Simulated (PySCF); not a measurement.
# TDDFT excited states: SiO

Compound: SiO.
SMILES: `[O+]#[Si-]`

Level of theory: TDDFT B3LYP/def2-SVPD, vertical, gas phase, core orbitals frozen in the response (PySCF). Isolated species at its PBE0-D3(BJ)/def2-SVP geometry, gas phase.

| state | λ (nm) | E (eV) | f | \|μ\| (D) | symmetry | main configurations (H = HOMO, L = LUMO) |
| --- | --- | --- | --- | --- | --- | --- |
| S1 | 232.4 | 5.34 | 0.0000 | 0.00 | – | H-2/H-1→L/L+1 (99%) |
| S2 | 226.1 | 5.48 | 0.057 | 1.65 | Π | H→L/L+1 (≥96%) |
| S3 | 226.1 | 5.48 | 0.057 | 1.65 | Π | H→L/L+1 (≥96%) |
| S4 | 222.3 | 5.58 | 0.0000 | 0.00 | – | H-2/H-1→L/L+1 (≥75%) |
| S5 | 222.3 | 5.58 | 0.0000 | 0.00 | – | H-2/H-1→L/L+1 (≥75%) |
| S6 | 168.1 | 7.38 | 0.016 | 0.76 | Σ+ | H-2/H-1→L/L+1 (≥66%), H→L+2 (28%) |
| S7 | 146.2 | 8.48 | 0.020 | 0.79 | Π | H-2/H-1→L+2 (88%), H-3→L/L+1 (11%) |
| S8 | 146.2 | 8.48 | 0.020 | 0.79 | Π | H-2/H-1→L+2 (88%), H-3→L/L+1 (11%) |
| S9 | 141.5 | 8.76 | 0.018 | 0.74 | Σ+ | H→L+3 (62%), H→L+2 (32%) |
| S10 | 137.3 | 9.03 | 0.866 | 5.03 | Σ+ | H→L+2 (37%), H→L+3 (34%), H-2/H-1→L/L+1 (≥10%) |

Triplets (Tamm–Dancoff): T1 4.09 eV, H→L/L+1 (98%); T2 4.09 eV, H→L/L+1 (98%); T3 4.50 eV, H-2/H-1→L/L+1 (98%).

The lowest singlet lies at 5.34 eV (232 nm, ultraviolet) and is dark (f under 0.0005); its leading configuration is HOMO-2/HOMO-1→LUMO/LUMO+1 (99%). The most intense listed level is S10 at 9.03 eV (137 nm, f = 0.866), 3.70 eV above S1. It is the last of those listed, so stronger ones may follow. S2/S3, S4/S5 and S7/S8 lie within about 0.01 eV of each other in each set; the point group C∞v has degenerate representations, and within a degenerate level the listed configurations can mix freely. Löwdin shares by element: HOMO silicon 56%, oxygen 44%; LUMO (one of a set within 0.03 eV) silicon 75%, oxygen 25%. Orbital energies (eV): HOMO-3 -12.06, HOMO-2 -9.26, HOMO-1 -9.26, HOMO -8.68, LUMO -2.25, LUMO+1 -2.25, LUMO+2 0.43. The oscillator strengths of these states sum to 1.053; summed over the whole spectrum of an exact calculation they would give the number of electrons, 22 (Thomas–Reiche–Kuhn). The listed states span 3.70 eV, and the widest gap between neighbours is 1.80 eV (S5 to S6). The vertical ionisation energy (ΔSCF) is 11.55 eV, 2.52 eV above S10. Symmetry labels in C∞v follow from the direction of the transition dipole and are given only for states with f of 0.002 or more. Orbitals of the list HOMO-3 to LUMO+2 that lie within 0.01 eV of each other are written together with a slash and their weights summed (≥ marks a lower bound); for degenerate orbitals outside that list single weights are arbitrary. Singlets were solved by full linear response, triplets in the Tamm–Dancoff approximation.

On an x86-64 server with one thread, on a shared host, this took 2.8 s.
